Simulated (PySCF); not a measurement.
Order these species by their calculated properties.

Each SMILES stands for a single optimised conformer of the isolated species, non-relativistic unless stated; the electronic structure was computed with PySCF and density fitting.

The conformers computed, where there is a choice (atom-mapped SMILES and torsion angles):
- `[CH3:1][CH:2]([CH3:3])[S:4](=[O:5])(=[O:6])[Cl:7]`: C1–C2–S4–O5 175°
- `[CH2:1]=[CH:2][N:3]1[CH2:4][CH2:5][CH2:6]1`: C1–C2–N3–C4 24°
- `[F:1][C:2]([F:3])([F:4])[CH2:5][C:6]([F:7])([F:8])[F:9]`: F1–C2–C5–C6 180°, C2–C5–C6–F7 61°
- `[CH2:1]=[N:2][C:3](=[CH2:4])[CH2:5][CH3:6]`: C1–N2–C3–C4 51°, N2–C3–C5–C6 -66°
- `[CH2:1]=[C:2]=[CH:3][c:4]1[cH:5][cH:6][cH:7][cH:8][n:9]1`: C2–C3–C4–C5 0°
- `[CH3:1][CH2:2][CH2:3][S:4](=[O:5])(=[O:6])[Cl:7]`: C1–C2–C3–S4 72°, C2–C3–S4–O5 175°
- `[Cl:1][B:2]([Cl:3])[c+:4]1[cH:5][cH:6]1`: Cl1–B2–C4–C5 89°
- `[NH2:1][BH:2][NH2:3]`: H–N1–B2–N3 0°, H–N1–B2–N3 180°, H–N3–B2–N1 0°, H–N3–B2–N1 180°

The conformers of `N#CC1=C[C@@H]2C=C[C@H]1C2` aren't listed.

Question: Rank by lowest triplet excitation (Tamm–Dancoff), highest first (TDA wB97X-D/def2-SVPD at GFN2-xTB geometries).
A. `CC(C)S(=O)(=O)Cl`
B. `FC(F)(CC(F)(F)F)F`
C. `C=NC(=C)CC`
D. `C=CN1CCC1`

Answer: B (10.95 eV), A (5.42 eV), D (4.09 eV), C (3.49 eV).

Question: Rank by HOMO–LUMO gap, lowest first (B3LYP/def2-SVPD at PBE0-D3(BJ)/def2-SVP geometries).
A. `CCCS(=O)(=O)Cl`
B. `C=C=Cc1ncccc1`
C. `[OH2]->[Al]([F])([F])[F]`
D. `Cc1ccccc1C#N`

Answer: B (5.17 eV), D (5.62 eV), A (6.57 eV), C (8.97 eV).

Give the two extremes of that set in kcal/mol.

`C=C=Cc1ccccn1`: 119 kcal/mol; `[OH2]->[Al]([F])([F])[F]`: 207 kcal/mol.

Question: Rank by electronic spatial extent ⟨r²⟩ about the centre of nuclear charge, highest first (wB97X-D/def2-SVPD at GFN2-xTB geometries).
A. `C=NC(=C)CC`
B. `C=CN1CCC1`
C. `CC(C)S(=O)(=O)Cl`
D. `FC(F)(F)CC(F)(F)F`

Answer: D (1080 bohr²), C (963 bohr²), A (656 bohr²), B (613 bohr²).

Question: Rank by lowest singlet excitation, highest first (TDDFT B3LYP/def2-SVPD at PBE0-D3(BJ)/def2-SVP geometries).
A. `C=C=Cc1ccccn1`
B. `N#Cc1c(cccc1)C`
C. `C1(=C[C@H]2C[C@@H]1C=C2)C#N`
D. `CCCS(=O)(=O)Cl`
E. `[OH2]->[Al]([F])([F])[F]`

Answer: E (8.06 eV), D (5.30 eV), B (4.92 eV), A (4.53 eV), C (4.34 eV).

Question: Rank by smallest rotational constant, highest first (PBE0-D3(BJ)/def2-SVP).
A. `ClB(Cl)[c+]1cc1` ([C3H2BCl2]+)
B. `Cc1ccccc1C#N` (C8H7N)
C. `O=O` (O2) [triplet]
D. `NBN` (BH5N2)
E. `C=C=Cc1ccccn1` (C8H7N)

Answer: C (44.757 GHz), D (7.717 GHz), A (1.176 GHz), B (0.994 GHz), E (0.842 GHz).

Question: Rank by static isotropic polarisability, highest first (B3LYP/def2-SVPD at PBE0-D3(BJ)/def2-SVP geometries).
A. `CCCS(=O)(=O)Cl`
B. `C=C=Cc1ccccn1`
C. `N#CC1=C[C@@H]2C=C[C@H]1C2`
D. `Cc1ccccc1C#N`
E. `[OH2]->[Al]([F])([F])[F]`

Answer: B (109.1 au), D (98.1 au), C (90.0 au), A (80.4 au), E (28.5 au).

Give the two extremes of that set as polarisability volumes in Å³.

`[OH2]->[Al]([F])([F])[F]`: 4.23 Å³; `C=C=Cc1ccccn1`: 16.17 Å³.
